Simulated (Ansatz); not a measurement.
# H6OSi2: the cost of one run

Method: RHF/def2-SVP, in Ansatz 0.2.0.

### Step 1. The starting structure

Bond lengths: Si1–H2 1.460 Å, Si1–H3 1.460 Å, Si1–O4 1.679 Å, O4–Si5 1.680 Å, Si5–H6 1.460 Å, Si5–H7 1.460 Å, Si5–H8 1.460 Å, Si1–H9 1.459 Å. Angles: H2–Si1–H3 109.5°, H2–Si1–O4 109.5°, H2–Si1–H9 109.5°, H3–Si1–O4 109.5°, H3–Si1–H9 109.5°, O4–Si1–H9 109.5°, Si1–O4–Si5 125.0°, O4–Si5–H6 109.5°, O4–Si5–H7 109.5°, O4–Si5–H8 109.5°, H6–Si5–H7 109.4°, H6–Si5–H8 109.4°, H7–Si5–H8 109.4°.

As a file:

```xyz
9

Si    0.0000    0.0000    0.0000
H     0.0000    0.0000    1.4600
H     1.3768    0.0000   -0.4862
O    -0.7913    1.3709   -0.5594
Si   -2.4002    1.4263   -1.0396
H    -3.2124    0.6421   -0.1138
H    -2.8620    2.8114   -1.0378
H    -2.5267    0.8736   -2.3850
H    -0.6877   -1.1914   -0.4862
```

### Step 2. Relaxing the start

input.yaml reads:

```yaml
crystal:
  periodic: [false, false, false]
  atoms:
    - { symbol: Si, position_ang: [0.0, 0.0, 0.0] }
    - { symbol: H, position_ang: [0.0, 0.0, 1.46] }
    - { symbol: H, position_ang: [1.3768, 0.0, -0.4862] }
    - { symbol: O, position_ang: [-0.7913, 1.3709, -0.5594] }
    - { symbol: Si, position_ang: [-2.4002, 1.4263, -1.0396] }
    - { symbol: H, position_ang: [-3.2124, 0.6421, -0.1138] }
    - { symbol: H, position_ang: [-2.862, 2.8114, -1.0378] }
    - { symbol: H, position_ang: [-2.5267, 0.8736, -2.385] }
    - { symbol: H, position_ang: [-0.6877, -1.1914, -0.4862] }
basis:
  gaussian: { orbitals: def2-SVP }
hamiltonian:
  xc: hf
relax:
  f_tol: 0.02
  max_steps: 40
```

Command:

```sh
$ ansatz run input.yaml --threads 1 --pin off --max-ram 2048MiB --backend cpu --events-out ev --progress --plain --runs-dir out
```

What time and memory should one allow on 1 thread of Arm Neoverse V2, shared host?

About 12 s, with a peak of 0.13 GiB.
